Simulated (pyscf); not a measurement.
Structures and frequencies: ωB97X-D3(BJ)/def2-SVP in PySCF.

SMILES: F[Si](=[SiH2])F
```xyz
6

F      0.5288     0.1011     1.5851
Si    -0.6367    -0.4584     0.6244
F     -0.8329    -1.9827     1.1063
Si    -1.1626     0.3547    -1.3840
H     -2.5787    -0.1644    -1.3412
H     -1.3035     1.7713    -0.8833
```
Charge 0, spin multiplicity 1.

Task: What are the homolytic bond dissociation enthalpies (298 K) of `[F][Si]([F])=[SiH2]` at ωB97M-D3(BJ)/def2-TZVP, weakest first?

Result: H–Si to [F–Si(F)=SiH]• + H•: 302.2 kJ/mol; F–Si to F• + [F–Si=SiH₂]•: 572.0 kJ/mol. Ring and multiple bonds, and those that leave no two simple radicals, are not listed. The radicals are drawn with the spin at the cut bond; how far it spreads was not checked. F–Si(F)=SiH₂ may be a fragile minimum: a first optimisation, from another start, lost the drawn bonds. Other isomers of [F–Si=SiH₂]•, [F–Si(F)=SiH]• were not searched in full and may lie lower. Left out: the spin-orbit lowering of F.
